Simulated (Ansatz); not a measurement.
```yaml
crystal:
  periodic: [false, false, false]
  atoms:
    - {symbol: N, position_ang: [-0.283678, 0.312818, -0.117145]}
    - {symbol: O, position_ang: [0.755339, 0.397115, 0.456507]}
    - {symbol: H, position_ang: [-0.471661, -0.709923, -0.339372]}
basis:
  gaussian: {orbitals: aug-pcseg-2, nuclear_model: gaussian}
magnetization: {spin_polarized: true, initial_magnetization: 1}
hamiltonian: {xc: {name: PBE0}}
accuracy: high
output: {forces: true}
```

```sh
$ ansatz run in.yaml --threads 2 --pin off --events-out ev --progress --plain --max-ram 20480MiB --backend cpu
```

How does Ansatz answer? (Best estimate.)

Ansatz gave: The program refused the input.
```
Error: a molecule whose nuclei and cores have a total charge of 16 cannot have a net charge of 0 together with 1 unpaired electrons
```
